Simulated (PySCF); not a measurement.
These are TPSSh-D3(BJ)/def2-TZVP // B3LYP-D3(BJ)/def2-TZVP in PySCF 2.14.0 values and carry that method's errors. All species are isolated molecules in the gas phase. Excitations are Tamm–Dancoff values on a coarser integration grid. The basis has no diffuse functions, so Rydberg states are missing or too high.

Reference species (SMILES): `C=[CH][GeH3]` (neutral, multiplicity 1).

```
Quantity                   Value
----------------------  --------
HOMO                    -7.28 eV
S1 oscillator strength     0.003
S1–T1 gap (TDA)          2.42 eV
HOMO–LUMO gap            6.55 eV
```

Changed species: `C=CCl` (X = chloro; the reference has X = germyl).

Task: Give the shifts of the HOMO, S1 oscillator strength, S1–T1 gap (TDA) and HOMO–LUMO gap.

Result: the HOMO rises by 0.36 eV, to -6.92 eV; the S1 oscillator strength is nearly the same; the S1–T1 gap (TDA) rises by 0.16 eV, to 2.58 eV; the HOMO–LUMO gap decreases by 0.34 eV, to 6.21 eV.
